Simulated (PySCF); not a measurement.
## Deuteron quadrupole couplings in `Cc1c[p-]cp1`

Compound: C4H5P2 (charge -1).
Cartesian coordinates in Å at the GFN2-xTB level; atoms count from 1:
```
atom  x, y, z in Å
C1    -1.741   -0.366    0.076
C2    -0.257   -0.126   -0.014
C3     0.282    1.130    0.092
P4     2.016    1.294    0.006
C5     2.262   -0.403   -0.192
P6     0.886   -1.445   -0.228
H7    -2.057   -0.446    1.120
H8    -2.295    0.458   -0.380
H9    -2.008   -1.293   -0.429
H10   -0.343    2.009    0.219
H11    3.262   -0.810   -0.296
```

Level: PBE0/pcSseg-1 (PySCF, non-relativistic); Q(2H) = 0.00286 b; rigid geometry, the same for H and D, with no vibrational averaging.

**Question.** Rank these positions by the coupling χzz of a deuteron there, largest first.
A. H7 (methyl hydrogen)
B. H11 (aromatic hydrogen)
C. H10 (aromatic hydrogen)

**Answer.** B (231 kHz), C (225 kHz), A (209 kHz).

**Question.** What are Vzz, η and χzz (234.96 MHz × Q × Vzz) at all hydrogens?

**Answer.** 
| atom | bonded to | bond length (Å) | Vzz (au) | η | χzz (kHz) |
| --- | --- | --- | --- | --- | --- |
| H7 | C1 | 1.094 | 0.3107 | 0.00 | 209 |
| H8 | C1 | 1.092 | 0.3128 | 0.01 | 210 |
| H9 | C1 | 1.089 | 0.3160 | 0.01 | 212 |
| H10 | C3 | 1.086 | 0.3346 | 0.08 | 225 |
| H11 | C5 | 1.084 | 0.3438 | 0.07 | 231 |

**Question.** How does χzz go with the bond length over the 5 C–H bonds?

**Answer.** A straight-line fit has a slope of -22.6 kHz for each 0.01 Å, with a correlation coefficient of -0.97, over lengths from 1.084 to 1.094 Å. The longer bonds have the smaller couplings here.

**Question.** Give the 2H NMR doublet splittings at H8 for a magnetic field along the z, y and x axes of the gradient: 3χ/2, 3χ(1 + η)/4, 3χ(1 − η)/4.

**Answer.** With |χ| = 210.2 kHz and η = 0.010: 315, 159 and 156 kHz, to first order and without motion.

Isolated species at its GFN2-xTB geometry, gas phase. The pcSseg-1 basis has no diffuse functions, a weakness for an anion. GFN2-xTB bond lengths can be off by several hundredths of an ångström, more for odd bonds, and the gradients follow them. The small basis limits the accuracy of the gradients.

The run behind these numbers computed NMR shieldings as well. The run took 21 s of wall time on Arm Neoverse N1, one thread, shared host, and the process peaked at 0.69 GiB of memory.
